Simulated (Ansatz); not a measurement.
# C₃H₅Cl: small, medium and large basis sets

The task here is to estimate one member of a computed series from the others.

Computed with Ansatz 0.2.0, Gaussian basis. Level: one geometry, several basis sets.

The runs, in order: PBE0-D4/def2-SVP; ωB97M-V/def2-SVP; PBE0-D4/def2-QZVPP; ωB97M-V/def2-QZVPP; the functionals' def2-TZVPP values are taken from earlier runs.

### Structure used throughout

All runs share one geometry, relaxed beforehand with PBE0-D4 in a triple-zeta def2 set.

SMILES `C/C=C\Cl`, 9 atoms, charge 0, spin multiplicity 1.

Atoms are counted from 1 here; the program's logs count them from 0.

Bond lengths: C1–C2 1.491 Å, C1–H5 1.094 Å, C1–H6 1.094 Å, C1–H7 1.090 Å, C2–C3 1.324 Å, C2–H8 1.086 Å, C3–Cl4 1.724 Å, C3–H9 1.081 Å. Angles: C2–C1–H5 111.1°, C2–C1–H6 111.0°, C2–C1–H7 111.4°, H5–C1–H6 106.7°, H5–C1–H7 108.3°, H6–C1–H7 108.3°, C1–C2–C3 125.6°, C1–C2–H8 118.6°, C3–C2–H8 115.8°, C2–C3–Cl4 122.8°, C2–C3–H9 123.8°, Cl4–C3–H9 113.4°.

Set-up of the first run:

Contents of in.yaml:

```yaml
crystal:
  periodic: [false, false, false]
  atoms:
    - {symbol: C, position_ang: [-0.032110, 0.963734, -0.618222]}
    - {symbol: C, position_ang: [0.566177, -0.193845, 0.106879]}
    - {symbol: C, position_ang: [-0.109597, -1.142076, 0.737066]}
    - {symbol: Cl, position_ang: [-1.831574, -1.171197, 0.809167]}
    - {symbol: H, position_ang: [-0.690413, 0.625554, -1.423420]}
    - {symbol: H, position_ang: [-0.643944, 1.573628, 0.052431]}
    - {symbol: H, position_ang: [0.737846, 1.601045, -1.051915]}
    - {symbol: H, position_ang: [1.647916, -0.287199, 0.133625]}
    - {symbol: H, position_ang: [0.355700, -1.969664, 1.254400]}
basis:
  gaussian: {orbitals: def2-SVP}
hamiltonian: {xc: pbe0, dispersion: d4}
output: {orbitals: {seedname: orbitals}}
```

The run is started by

```sh
$ ansatz run in.yaml --threads 4 --pin off --events-out ev --progress --plain --max-ram 10444MiB
```

Among the steps run: PBE0-D4 in def2-SVP; ωB97M-V in def2-SVP; PBE0-D4 in def2-QZVPP; ωB97M-V in def2-QZVPP.

One of the session's tables, all rows but one given; the rest of the session is left out.

It belongs to the step «Functionals by basis». 

```
functional       basis  HOMO (eV)  LUMO (eV)
   PBE0-D4    def2-SVP      -7.05       0.23
   PBE0-D4  def2-TZVPP      -7.16       0.00
   PBE0-D4  def2-QZVPP      -7.19      -0.07
   ωB97M-V    def2-SVP      -9.22       2.45
   ωB97M-V  def2-TZVPP      -9.35       2.12
   ωB97M-V  def2-QZVPP          ?          ?
```

**Question.** Estimate the row for ωB97M-V, def2-QZVPP.

**Answer.** HOMO (eV): -9.38; LUMO (eV): 2.00. In the column «HOMO (eV)» it is the lowest.
